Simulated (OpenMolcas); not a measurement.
**CHFO (formyl fluoride): levels of theory compared**

Aim: a comparison of 6 runs (B2PLYP/STO-3G, M06-2X/STO-3G, SVWN5/STO-3G, UPBE/STO-3G, r2SCAN/STO-3G, CISD/STO-3G) of CHFO (formyl fluoride). 

Program for the calculation: OpenMolcas 26.06.

2 further runs of the same task are left out: 1 for a known fault of the program, 1 that didn't finish.

## (1) The structure to begin with

CHFO has 4 atoms, charge 0, and is taken as a singlet. SMILES: `O=CF`. The C2–F3 distance was set to 2.347 Å, away from the relaxed value. At this shape a bond of the SMILES string is far longer than usual.

Bond lengths: O1–C2 1.171 Å, C2–H4 1.098 Å. Angles: O1–C2–H4 129.0°.

## (2) The energy at B2PLYP/STO-3G (run 1)

struct.xyz

```xyz
4

O     -1.365243     1.069134     0.983184
C     -0.525303     0.946454     0.176134
F      0.584370    -1.090860    -0.181350
H     -0.120513     1.694624    -0.518356
```

job.input

```
>>> EXPORT MOLCAS_PRINT=2

&GATEWAY
  BasLib = $CurrDir
  Coord = struct.xyz
  Basis = STO-3G
  Group = NoSym

&SEWARD
  GridInput
  Grid=UltraFine
  End of Grid

&SCF
  KSDFT = B2PLYP_SCF
  Thresholds = 1e-10 1e-07 1e-07 1e-05
  PrOrbitals = 1 1

&MBPT2
  Frozen = 3
```

The basis set STO-3G is read from a file made from the Basis Set Exchange's data (not shown).

Started as:

```bash
export MOLCAS_MEM=1860
pymolcas job.input > job.log
```

Standard output:

```text
--- Start Module: gateway ---
[...]
--- Stop Module: gateway /rc=_RC_ALL_IS_WELL_ ---
[...]
      Basis functions           16
[...]
--- Start Module: scf ---
[...]
       Convergence after  17 Iterations
[...]
::    Total KS-DFT energy                            -210.2332230305
[...]
      Total spin, S                                     0.0000000000
[...]
      Total electronic charge=   24.000000
      Total            charge=   -0.000000
[...]
      Dipole Moment (debye):
      Origin of the operator (angstrom)=   -0.3575    0.1967    0.2890
                   X= -2.1789E-01               Y=  2.0747E+00               Z= -5.6303E-01           Total=  2.1607E+00
      Quadrupole Moment (debye*angstrom):
[...]
--- Stop Module: scf /rc=_RC_ALL_IS_WELL_ ---
[...]
--- Start Module: mbpt2 ---
[...]
 ###    WARNING: MP2 implementation intended for RHF references only         ###
 ###############################################################################
MBPT2 WARNING: Reference function according to RunFile:KS-DFT
I'll assume you know what you're doing and continue
WARNING!
Default frozen orbitals as non valence orbitals is overwritten by user input.
Default values:   3
[...]
       Reference weight ( Cref**2 )         =        0.67985
::    Total MBPT2 energy                             -210.5712304726
[...]
      Total MBPT2 calculations                           0.03      0.03
--- Stop Module: mbpt2 /rc=_RC_ALL_IS_WELL_ ---
[...]
```

It took 3.9 s on 1 thread of Arm Neoverse V2, shared host; peak memory 0.37 GiB.

## (3) A single-point energy at M06-2X/STO-3G (run 2)

struct.xyz is that of step 2.

job.inp

```
&gateway
 baslib=$CurrDir
 coord=struct.xyz
 basis=STO-3G
 group=NoSym

&seward
 gridinput
 Grid=UltraFine
 End of Grid

&scf
 ksdft=M062X
 thresholds=1e-10 1e-07 1e-07 1e-05
 prorbitals=1 1
```

The basis set STO-3G is read from a file made from the Basis Set Exchange's data (not shown).

Started as:

```bash
export MOLCAS_MEM=1860
pymolcas job.inp > job.log
```

Standard output:

```text
--- Start Module: gateway ---
[...]
--- Stop Module: gateway /rc=_RC_ALL_IS_WELL_ ---
--- Start Module: seward ---
[...]
      Basis functions           16
--- Stop Module: seward /rc=_RC_ALL_IS_WELL_ ---
--- Start Module: scf ---
[...]
       Convergence after  15 Iterations
[...]
::    Total KS-DFT energy                            -210.5501089023
[...]
      Total spin, S                                     0.0000000000
[...]
      Total electronic charge=   24.000000
      Total            charge=   -0.000000
[...]
      Dipole Moment (debye):
      Origin of the operator (angstrom)=   -0.3575    0.1967    0.2890
                   X= -2.6267E-01               Y=  2.0486E+00               Z= -5.0769E-01           Total=  2.1269E+00
      Quadrupole Moment (debye*angstrom):
[...]
--- Stop Module: scf /rc=_RC_ALL_IS_WELL_ ---
[...]
```

Wall time 4.2 s (1 thread of Arm Neoverse V2, shared host); peak memory 0.37 GiB.

Run 3 isn't shown in full; the table further down has it.

## (4) The energy at UPBE/STO-3G (run 4)

struct.xyz is that of step 3.

job.inp

```
>>> EXPORT MOLCAS_PRINT=2

&GATEWAY
 BASLIB=$CurrDir
 COORD=struct.xyz
 BASIS=STO-3G
 GROUP=NoSym

&SEWARD
 GRIDINPUT
 Grid=UltraFine
 End of Grid

&SCF
 UHF
 KSDFT=PBE
 THRESHOLDS=1e-10 1e-07 1e-07 1e-05
 SCRAMBLE=0.25
 PRORBITALS=1 1
```

The basis set STO-3G is read from a file made from the Basis Set Exchange's data (not shown).

Started as:

```bash
export MOLCAS_MEM=1860
pymolcas job.inp > job.log
```

Standard output:

```text
--- Start Module: gateway ---
[...]
--- Stop Module: gateway /rc=_RC_ALL_IS_WELL_ ---
--- Start Module: seward ---
[...]
      Basis functions           16
--- Stop Module: seward /rc=_RC_ALL_IS_WELL_ ---
--- Start Module: scf ---
[...]
       Convergence after  39 Iterations
[...]
::    Total KS-DFT energy                            -210.3888504267
[...]
      Total spin, S                                     0.2310164171
[...]
      Total electronic charge=   24.000000
      Total            charge=   -0.000000
[...]
      Dipole Moment (debye):
      Origin of the operator (angstrom)=   -0.3575    0.1967    0.2890
                   X= -1.9660E-01               Y=  1.7178E+00               Z= -4.4983E-01           Total=  1.7866E+00
      Quadrupole Moment (debye*angstrom):
[...]
--- Stop Module: scf /rc=_RC_ALL_IS_WELL_ ---
[...]
```

Wall time 9.6 s (1 thread of Arm Neoverse V2, shared host); peak memory 0.37 GiB.

Run 5 isn't shown in full; the table further down has it.

## (5) The energy at CISD/STO-3G (run 6)

struct.xyz is that of step 4.

job.inp

```
>>> EXPORT MOLCAS_PRINT=2

&GATEWAY
 BASLIB
 $CurrDir
 COORD
 struct.xyz
 BASIS
 STO-3G
 GROUP
 NoSym

&SEWARD

&SCF
 THRESHOLDS
 1e-10 1e-07 1e-07 1e-05
 PRORBITALS
 1 1

&MOTRA
 FROZEN
 3

&GUGA
 ELECTRONS
 18
 SPIN
 1
 INACTIVE
 9
 ACTIVE
 0
 CIALL
 1

&CPF
 SDCI
```

The basis set STO-3G is read from a file made from the Basis Set Exchange's data (not shown).

Started as:

```bash
export MOLCAS_MEM=1860
pymolcas job.inp > job.log
```

Standard output:

```text
--- Start Module: gateway ---
[...]
--- Stop Module: gateway /rc=_RC_ALL_IS_WELL_ ---
[...]
      Basis functions           16
[...]
       Convergence after  16 Iterations
[...]
::    Total SCF energy                               -209.5551704863
[...]
      Total spin, S                                     0.0000000000
[...]
      *** WARNING: Default frozen orbitals is overwritten by user input.
      *** Default values:   3
[...]
--- Start Module: guga ---
[...]
--- Stop Module: guga /rc=_RC_ALL_IS_WELL_ ---
--- Start Module: cpf ---
[...]
      Active orbitals                            0       0
[...]
      Spin quantum number                      0.0
[...]
     FINAL CI ENERGY          -209.81380626
     FINAL CORRELATION ENERGY   -0.25863577  REFERENCE ENERGY    -209.55517049
[...]
     REL. CI ENERGY           -209.81380626
[...]
      Total electronic charge=   24.000000
      Total            charge=    0.000000
[...]
      Dipole Moment (debye):
      Origin of the operator (angstrom)=   -0.3575    0.1967    0.2890
                   X=  1.0541E-01               Y=  1.2150E+00               Z= -5.6659E-01           Total=  1.3447E+00
      Quadrupole Moment (debye*angstrom):
[...]
--- Stop Module: cpf /rc=_RC_ALL_IS_WELL_ ---
[...]
```

Wall time 1.5 s (1 thread of Arm Neoverse V2, shared host); peak memory 0.37 GiB.

## (6) The series

| run | level | frozen core orbitals | scramble | energy (Eh) | dipole moment (D) of the reference | HOMO energy (eV) | LUMO energy (eV) | wall time |
| --- | --- | --- | --- | --- | --- | --- | --- | --- |
| 1 | B2PLYP/STO-3G | 3 | – | -210.324485 | 2.16 | -4.66 | 1.37 | 3.9 s |
| 2 | M06-2X/STO-3G | – | – | -210.550109 | 2.13 | -4.84 | 1.16 | 4.2 s |
| 3 | SVWN5/STO-3G | – | – | -209.033308 | 2.01 | -0.71 | -0.41 | 5.4 s |
| 4 | UPBE/STO-3G | – | 0.25 | -210.388850 | 1.79 | -1.21 | -0.32 | 9.6 s |
| 5 | r2SCAN/STO-3G | – | – | -210.529282 | 2.19 | -1.43 | -0.68 | 8.4 s |
| 6 | CISD/STO-3G | 3 | – | -209.813806 | 2.32 | -6.00 | 3.49 | 1.5 s |

## (7) What came out

| quantity | value |
| --- | --- |
| run 6: total energy | -209.81381 Eh |
| run 6: dipole moment (mean-field density) | 2.32 D |
| run 6: HOMO energy (Hartree–Fock orbitals) | -6.00 eV |
| run 6: LUMO energy (Hartree–Fock orbitals) | 3.49 eV |
| run 6: HOMO–LUMO gap (Hartree–Fock orbitals) | 9.49 eV |
| run 6: correlation energy (3 core orbitals frozen) | -258.6 mEh |

Over runs 1, 2, 3, 4, 5 the dipole moment (its size) runs from 1.79 D (UPBE/STO-3G) to 2.19 D (r2SCAN/STO-3G). Over runs 1, 2, 3, 4, 5 the HOMO–LUMO gap runs from 0.30 eV (SVWN5/STO-3G) to 6.03 eV (B2PLYP/STO-3G). A double hybrid's value is that of its SCF part. For B2PLYP the log adds the whole second-order term; the table takes 0.27 of it, as the functional is defined. Totals of different functionals can't be ranked against each other. In runs 1, 2, 3, 4, 5, 6 the basis is minimal, so the values are rough. In runs 1, 2, 3, 5, 6 a closed-shell determinant meets a far-stretched bond, which it describes badly. Spin contamination of the reference: run 4 ⟨S²⟩ = 0.28. All runs together took 33 s, the longest 9.6 s.
